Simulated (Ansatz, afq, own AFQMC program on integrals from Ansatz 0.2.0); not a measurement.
Two steps: Ansatz 0.2.0 writes the Fock matrix and Cholesky factors of the valence space, and afq projects on them the lowest state that overlaps trial and start.

```yaml
crystal:
  periodic: [false, false, false]
  atoms:
    - {symbol: B, position_ang: [0.000000, -0.185227, 0.772970]}
    - {symbol: N, position_ang: [0.000000, 0.087426, -0.705019]}
    - {symbol: H, position_ang: [0.000000, 0.771807, 1.506451]}
basis:
  gaussian: {orbitals: cc-pVDZ}
magnetization: {spin_polarized: false, initial_magnetization: 3}
correlation: {method: ccsd_t, electrons: outside_noble_gas, hamiltonian_folder: ham}
```

```sh
$ ansatz run in.yaml --threads 1 --pin off --events-out ev --progress --plain --max-ram 1382MiB
```

Options of the walk:

```
--method free --trial cisd --walkers 60 --time-step 0.03 --max-blocks 80 --target-error 0.00036 --factor-cut 1e-05 --seed 5508 --times 0,0.3,0.6,1.2,1.8,2.4,3.6,4.8,6 --taylor-order 8
```

Times are imaginary, in 1/Eh. The walk had a cap of 671 s.

```
orbitals 31  electrons 6 3  factors 231 of 312
reference energy -79.57321189 Eh
CCSD correlation -0.18624936 Eh in 14 cycles, weight of the determinant in the CISD state 0.9159
repeat  energy at the last time / Eh  error
    10  -79.763661  0.001565
    20  -79.764380  0.001135
    30  -79.763055  0.000855
    40  -79.763263  0.000696
    50  -79.763221  0.000623
    60  -79.763442  0.000597
    70  -79.763705  0.000553
    80  -79.763747  0.000519
time / (1/Eh)  energy / Eh  error  mean overlap
  0.00  -79.759325  0.000077  1.0911
  0.30  -79.762359  0.000107  1.0923
  0.60  -79.763685  0.000135  1.0872
  1.20  -79.764176  0.000170  1.0777
  1.80  -79.764523  0.000195  1.0711
  2.40  -79.764606  0.000200  1.0758
  3.60  -79.764486  0.000275  1.0871
  4.80  -79.764569  0.000415  1.0422
  6.00  -79.763747  0.000519  1.1225
energy -79.763747 +/- 0.000519 Eh
```

Task: Estimate how long the walk took on 1 thread of AMD EPYC 9R45 96-Core Processor (Zen 5), on a shared host.

Result: 100 s of wall time.

The run passed its tests (error under three times the target), which doesn't prove that it has relaxed.

Against this walk (error 14.1 meV) on the same determinant: CCSD(T) 9.6 meV higher (within the noise), CCSDT(Q) 20.5 meV lower (within the noise). The error is statistical, and a free projection of finite length keeps a remainder of its start. The last points scatter (meV from the last: -21 ± 5 at 1.80, -23 ± 5 at 2.40, -20 ± 7 at 3.60, -22 ± 11 at 4.80, 0 ± 14 at 6.00); the last is the one printed as the energy, and the gaps above move with that scatter.

Cautions: remainder of the start not in the error; error above the target (14.1 against 9.8 meV); lower spins were not checked.

CCSDT and higher add their correlation energy to the determinant of the CCSD(T) run, since their own runs factorise the integrals more tightly (a shift of under 2 meV). A walk keeps the symmetry of its determinant, which the program's search chose and which needn't be the lowest solution, so a lower state of the same spin and another symmetry isn't excluded.
